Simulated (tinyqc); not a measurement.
Stretching all distances: RHF, UHF, MP2, CISD and CCSD against full CI in the sto-6g basis, for BH3, spin multiplicity 1. Computed by the program tinyqc with PySCF. 

Geometry (angstrom):
```
atom        x        y       z
B      0.0000   0.0000  0.0240
H      1.1360   0.0000  0.0000
H     -0.5680   0.9840  0.0000
H     -0.5680  -0.9840  0.0000
```

All coordinates are multiplied by the scale. c0^2 is the weight of the RHF determinant in the lowest singlet FCI state (UHF is spin-contaminated and may lie near states of higher spin) and n(LUMO) the first natural occupation beyond the occupied space.

Full CI energy (hartree) and errors against it (kcal/mol):
```
scale   distance 1-2 (angstrom)      E(FCI)       RHF      UHF      MP2     CISD    CCSD  <S^2> UHF    c0^2  n(LUMO)
0.9400                   1.0681  -26.358587   27.6671  27.6671   8.1615   0.5405  0.1624     0.0000  0.9767   0.0135
1.1400                   1.2953  -26.362996   40.6287  40.6287  13.4137   1.3665  0.3464     0.0000  0.9558   0.0312
1.3400                   1.5226  -26.258554   60.3135  60.3135  21.8499   3.6040  0.9221     0.0000  0.9151   0.0695
1.5400                   1.7498  -26.128774   88.4310  87.2717  34.7124   9.0068  2.6652     0.3096  0.8413   0.1495
1.7300                   1.9657  -26.018597  124.0723  81.9875  52.1727  19.3753  7.0031     1.4541  0.7276   0.2951
```

UHF parts from RHF first at scale 1.54 of those listed, where <S^2> leaves zero. The weight c0^2 goes from 0.98 to 0.73 and n(LUMO) from 0.01 to 0.30: static correlation grows as the bonds break into open-shell fragments. The spread of the error along the curve, which distorts its shape, is CCSD 6.8, CISD 18.8, MP2 44.0, UHF 59.6, RHF 96.4 kcal/mol. The table stops here: at scale 1.93 and beyond, the reference weight falls under 0.45 or RHF, UHF or CCSD hop between solutions, so those rows were left out and the spreads given cover only the rows shown. As computed, partly on other solutions, the errors there reach in size RHF 265, UHF 59, MP2 101, CISD 83, CCSD 51 kcal/mol.
